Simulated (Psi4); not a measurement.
# SiF2 (SMILES F[Si]F): FNO-CCSD(T)/cc-pVDZ (occ tolerance 3e-05, sweep point 4)

Aim: the energy change on altering one bond length of SiF2 at FNO-CCSD(T)/cc-pVDZ (occ tolerance 3e-05, sweep point 4), from 2 runs. 

The calculation is run with Psi4 1.11.

## 1. The molecule

SiF2 has 3 atoms, charge 0, and is taken as a singlet. SMILES: `F[Si]F`. Geometry: relaxed at GFN2-xTB.

Bond lengths: Si1–F2 1.617 Å, Si1–F3 1.616 Å. Angles: F2–Si1–F3 92.6°.

## 2. The energy at FNO-CCSD(T)/cc-pVDZ (occ tolerance 3e-05, sweep point 4)

f2si.dat reads:

```
memory 1.6 GB

molecule geom {
  Si     0.004220    -0.007680    -0.744810
  F      1.165930    -0.017340     0.380560
  F     -1.170150     0.025020     0.364240
  units angstrom
  symmetry c1
}

set globals {
  basis           cc-pVDZ
  puream          true
  scf_type        pk
  num_frozen_docc 7
  occ_tolerance   3e-05
}

energy("fno-ccsd(t)")
```

The run is started by

```console
$ psi4 -i f2si.dat -o f2si.out -n 1
```

f2si.out, shortened:

```text
[...]
  Running in c1 symmetry.
[...]
  Nuclear repulsion =  100.838229127014060
[...]
  Multiplicity = 1
[...]
  Nalpha       = 16
  Nbeta        = 16
[...]
    Number of basis functions: 46
[...]
   @RHF iter   1:  -487.83468095111795   -8.94819e-01   8.66206e-03 DIIS/ADIIS
[...]
   @RHF iter  10:  -487.89311189177505   -5.68434e-12   7.82041e-09 DIIS
[...]
    Orbital Energies [Eh]
    ---------------------
    Doubly Occupied:
       1A    -68.892594     2A    -26.293950     3A    -26.293408
       4A     -6.229752     5A     -4.332382     6A     -4.331076
       7A     -4.330295     8A     -1.608625     9A     -1.577153
      10A     -0.786050    11A     -0.699480    12A     -0.689254
      13A     -0.673794    14A     -0.636905    15A     -0.618526
      16A     -0.417800
[...]
  @RHF Final Energy:  -487.89311189177505
   => Energetics <=
    Nuclear Repulsion Energy =            100.8382291270140598
    One-Electron Energy =                -880.6405904242523093
    Two-Electron Energy =                 291.9092494054631857
    Total Energy =                       -487.8931118917750496
[...]
 Multipole Moments:
 ------------------------------------------------------------------------------------
     Multipole            Electronic (a.u.)      Nuclear  (a.u.)        Total (a.u.)
 ------------------------------------------------------------------------------------
 L = 1.  Multiply by 2.5417464519 to convert [e a0] to [Debye]
 Dipole X            :          0.0032668           -0.0053135           -0.0020467
 Dipole Y            :          0.1116521           -0.9079333           -0.7962812
 Dipole Z            :         -0.0000000            0.0000000           -0.0000000
 Magnitude           :                                                    0.7962838
[...]
      * MP2 total energy:                   -488.345541105386
[...]
      * MP2 total energy:                   -488.345541105386
[...]
      * MP3 total energy:                   -488.347105554053
[...]
      * CCSD total energy:                  -488.358368725582
[...]
      * CCSD(T) total energy                -488.367069080857
[...]
```

Run time: 6.6 s. Hardware: 1 thread of Intel Xeon Platinum 8259CL at 2.50GHz (Skylake/Cascade Lake), shared host; peak memory 0.28 GiB.

## 3. The distorted shape at the same level

f2si.inp reads:

```
memory 1600 MB

molecule geom {
  0 1
  Si    -0.576661    -0.002850    -1.307520
  F      1.165930    -0.017340     0.380560
  F     -1.751031     0.029850    -0.198470
  symmetry c1
}

set {
  basis cc-pVDZ
  puream true
  scf_type pk
  num_frozen_docc 7
  occ_tolerance 3e-05
}

energy_value, wavefunction = energy('fno-ccsd(t)', return_wfn=True)
print_variables()
```

The run is started by

```console
$ psi4 f2si.inp f2si.out -n 1
```

f2si.out, shortened:

```text
[...]
  Running in c1 symmetry.
[...]
  Nuclear repulsion =   83.163255960924772
[...]
  Multiplicity = 1
[...]
  Nalpha       = 16
  Nbeta        = 16
[...]
    Number of basis functions: 46
[...]
   @RHF iter   1:  -487.64589433145494   -1.17657e+00   1.16890e-02 DIIS/ADIIS
[...]
   @RHF iter  12:  -487.77388222813119   -8.52651e-13   6.42035e-09 DIIS
[...]
    Orbital Energies [Eh]
    ---------------------
    Doubly Occupied:
       1A    -68.976964     2A    -26.356445     3A    -26.127336
       4A     -6.306498     5A     -4.407385     6A     -4.406788
       7A     -4.404818     8A     -1.648436     9A     -1.361928
      10A     -0.805289    11A     -0.712920    12A     -0.708983
      13A     -0.546678    14A     -0.465796    15A     -0.464708
      16A     -0.424543
[...]
  @RHF Final Energy:  -487.77388222813119
   => Energetics <=
    Nuclear Repulsion Energy =             83.1632559609247721
    One-Electron Energy =                -845.6232447487872150
    Two-Electron Energy =                 274.6861065597312859
    Total Energy =                       -487.7738822281311855
[...]
 Multipole Moments:
 ------------------------------------------------------------------------------------
     Multipole            Electronic (a.u.)      Nuclear  (a.u.)        Total (a.u.)
 ------------------------------------------------------------------------------------
 L = 1.  Multiply by 2.5417464519 to convert [e a0] to [Debye]
 Dipole X            :          1.2010479            0.2307057            1.4317536
 Dipole Y            :         -1.0018673           -1.1365846           -2.1384519
 Dipole Z            :         -0.0000000           -0.0000000           -0.0000000
 Magnitude           :                                                    2.5734986
[...]
      * MP2 total energy:                   -488.237281542430
[...]
      * MP2 total energy:                   -488.237281542430
[...]
      * MP3 total energy:                   -488.233497683371
[...]
      * CCSD total energy:                  -488.249485163084
[...]
      * CCSD(T) total energy                -488.261658597418
[...]
```

Wall time 7.2 s (1 thread of Intel Xeon Platinum 8259CL at 2.50GHz (Skylake/Cascade Lake), shared host); peak memory 0.28 GiB.

## 4. Results

Level: FNO-CCSD(T)/cc-pVDZ (occ tolerance 3e-05, sweep point 4), 7 core orbitals frozen.

| quantity | value |
| --- | --- |
| first shape: total energy | -488.36707 Eh |
| first shape: HOMO energy (Hartree–Fock orbitals) | -11.37 eV |
| first shape: LUMO energy (Hartree–Fock orbitals) | 1.04 eV |
| first shape: HOMO–LUMO gap (Hartree–Fock orbitals) | 12.41 eV |
| first shape: correlation energy (7 core orbitals frozen) | -474.0 mEh |
| first shape: (T) correction | -8.70 mEh |
| first shape: T1 diagnostic | 0.016 |
| distorted shape: total energy | -488.26166 Eh |
| distorted shape: HOMO energy (Hartree–Fock orbitals) | -11.55 eV |
| distorted shape: LUMO energy (Hartree–Fock orbitals) | -0.65 eV |
| distorted shape: HOMO–LUMO gap (Hartree–Fock orbitals) | 10.91 eV |
| distorted shape: correlation energy (7 core orbitals frozen) | -487.8 mEh |
| distorted shape: (T) correction | -12.17 mEh |
| distorted shape: T1 diagnostic | 0.029 |
| energy change with the Si1–F2 bond stretched from 1.617 to 2.426 Å | 2.868 eV |

What this shows: With the Si1–F2 bond stretched from 1.617 to 2.426 Å the energy rises by 2.87 eV (277 kJ/mol). The first shape isn't relaxed at this level, so the change isn't measured from a minimum. The triples (first shape) make up 1.8 % of the correlation energy. The T1 diagnostic (distorted shape) of 0.029 is above the customary mark for such species, so a single reference may not serve. The triples (distorted shape) make up 2.5 % of the correlation energy.
